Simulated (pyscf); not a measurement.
Single points on ωB97X-D3(BJ)/def2-SVP structures (PySCF, gas phase).

Q: methylamine (H₃C–NH₂) + methyl (CH₃•) -> H₃C–NH• + methane (CH₄)
Surface: doublet. Broken: H–N. Formed: C–H. Give ΔE‡ and ΔE from ωB97M-D3(BJ)/def2-TZVP, relative to the separated reactants.

A: ΔE‡ = 11.9 kcal/mol, ΔE = -6.4 kcal/mol. Zero-point energy shifts the barrier by -0.8 kcal/mol. It is a hydrogen abstraction, with an imaginary mode of 1894i cm⁻¹. H₃C–NH• lies 7.3 kcal/mol over its isomer •H₂C–NH₂ (electronic energy, ωB97M-D3(BJ)/def2-TZVP). One saddle was located; it need not be the lowest between these sides. The angle at the transferred H is 165°.
